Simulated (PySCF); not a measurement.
formaldehyde (CH₂O), SMILES C=O.

The structure is a stationary point at r2SCAN-D4/def2-TZVPD.

Method: r2SCAN/def2-TZVPD (PySCF).

Symmetry labels are those of the subgroup C2v that the program uses (full group C2v).

Task: List the valence orbital energies around the gap with their symmetry. (The exact figures need the calculation; the answer reports its results.)

Result: 
```csv
orbital,symmetry,energy (eV)
HOMO−7,A1,-516.34
HOMO−6,A1,-275.82
HOMO−5,A1,-28.10
HOMO−4,A1,-16.50
HOMO−3,B2,-12.67
HOMO−2,A1,-11.48
HOMO−1,B1,-10.39
HOMO,B2,-6.55
LUMO,B1,-2.33
LUMO+1,A1,0.80
LUMO+2,A1,2.08
LUMO+3,B2,2.21
```
